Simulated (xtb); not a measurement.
A geometry relaxed with GFN2-xTB (xtb), charge 0, multiplicity 1:

```xyz
4

H     -0.5705    -0.7508    -0.1013
N     -0.0029    -0.0013     0.2748
H      0.9373    -0.1189    -0.0824
H     -0.3639     0.8710    -0.0912
```

Q: Write the SMILES of this molecule.

A: `N`
